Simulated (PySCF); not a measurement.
Basis-set dependence of excited states

Species: NH3.
SMILES: `N`

TDDFT with PBE0 (PySCF), vertical singlets, core orbitals frozen in the response, spherical d and f functions. Isolated species at its PBE0-D3(BJ)/def2-SVP geometry, gas phase.

| basis | functions | diffuse | S1 (eV) | S2 (eV) | S3 (eV) | S4 (eV) | S5 (eV) | LUMO (eV) | α (au) |
| --- | --- | --- | --- | --- | --- | --- | --- | --- | --- |
| 6-31G* | 20 | no | 7.93 | 10.21 | 10.21 | 13.44 | 13.45 | 2.62 | 8.2 |
| def2-SVP | 29 | no | 7.30 | 9.50 | 9.50 | 12.65 | 12.65 | 1.88 | 8.5 |
| def2-SVPD | 44 | yes | 7.11 | 9.25 | 9.25 | 10.96 | 10.96 | 0.98 | 13.4 |
| def2-TZVP | 49 | no | 7.02 | 9.18 | 9.18 | 12.13 | 12.13 | 1.01 | 10.6 |
| aug-cc-pVDZ | 50 | yes | 6.25 | 7.61 | 7.61 | 9.33 | 9.98 | -0.20 | 14.0 |
| def2-TZVPD | 64 | yes | 6.61 | 8.76 | 8.76 | 10.29 | 10.29 | 0.35 | 14.0 |
| aug-cc-pVTZ | 115 | yes | 6.26 | 7.56 | 7.56 | 8.85 | 9.29 | -0.23 | 14.3 |

Question: How much do these states and the polarisability depend on the basis?

Answer: States are compared by their number. Against the largest diffuse basis here (aug-cc-pVTZ, itself not a converged limit), sets without diffuse functions differ by up to 1.67 eV in S1 and 4.16 eV in S5; the smaller diffuse sets differ by up to 0.85 and 1.67 eV. State by state, the largest deviation of a set without diffuse functions is S1 1.67, S2 2.65, S3 2.65, S4 4.60, S5 4.16 eV. The same number needn't mean the same state in each row. Against aug-cc-pVTZ the polarisability deviates by -43% in 6-31G*, -40% in def2-SVP, -6% in def2-SVPD, -26% in def2-TZVP, -2% in aug-cc-pVDZ, -2% in def2-TZVPD.
